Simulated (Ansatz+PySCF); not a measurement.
singlet C4H4S: levels of theory in one basis

```json
{"atom": "S", "x (Å)": "-0.0007", "y (Å)": "0.0099", "z (Å)": "1.1902"}
{"atom": "C", "x (Å)": "-0.0048", "y (Å)": "1.2347", "z (Å)": "0.0057"}
{"atom": "C", "x (Å)": "-0.0088", "y (Å)": "-1.2393", "z (Å)": "-0.0052"}
{"atom": "C", "x (Å)": "-0.0053", "y (Å)": "0.7036", "z (Å)": "-1.2693"}
{"atom": "C", "x (Å)": "-0.0001", "y (Å)": "-0.7024", "z (Å)": "-1.2725"}
{"atom": "H", "x (Å)": "-0.0070", "y (Å)": "2.2767", "z (Å)": "0.2958"}
{"atom": "H", "x (Å)": "-0.0051", "y (Å)": "-2.2773", "z (Å)": "0.2870"}
{"atom": "H", "x (Å)": "0.0079", "y (Å)": "1.3262", "z (Å)": "-2.1657"}
{"atom": "H", "x (Å)": "-0.0081", "y (Å)": "-1.3250", "z (Å)": "-2.1775"}
```

Basis set: def2-SVP (spherical functions). Frozen core: 9 orbitals. Charge 0, multiplicity 1.

Computed with Ansatz (development build ahead of 0.2.0); each method stands on the lowest determinant of its kind that the runs found. NEVPT2 correlates all electrons. Active spaces start from the frontier orbitals, and the lowest solution found is given.

```json
{"method": "RHF", "E − E(RHF) (eV)": "0.00", "<S²> of the determinant": "0.00"}
{"method": "UHF", "E − E(RHF) (eV)": "-0.02", "<S²> of the determinant": "0.20"}
{"method": "RHF-MP2", "E − E(RHF) (eV)": "-17.95", "<S²> of the determinant": "–"}
{"method": "UHF-MP2", "E − E(RHF) (eV)": "-17.57", "<S²> of the determinant": "0.20"}
{"method": "CASSCF(6,5)", "E − E(RHF) (eV)": "-1.39", "<S²> of the determinant": "–"}
```

Problem. What does SC-NEVPT2(6,5) give on the same scale?

Solution. -18.54 eV. NEVPT2 here correlates all electrons, so it doesn't share the others' frozen core.

Problem. Is a single determinant a sound starting point here?

Solution. Only with care. Unrestricted orbitals gain 0.02 eV and <S²> is 0.20 against 0.00 for a pure state, so spin symmetry breaks but gains little energy; restricted orbitals can still serve. The CASSCF(6,5) natural occupations are 1.99, 1.94, 1.90, 0.10, 0.06.

Caution for UHF, UHF-MP2: the unrestricted determinant is spin contaminated. Caution for UHF-MP2: another reference gives a lower total.
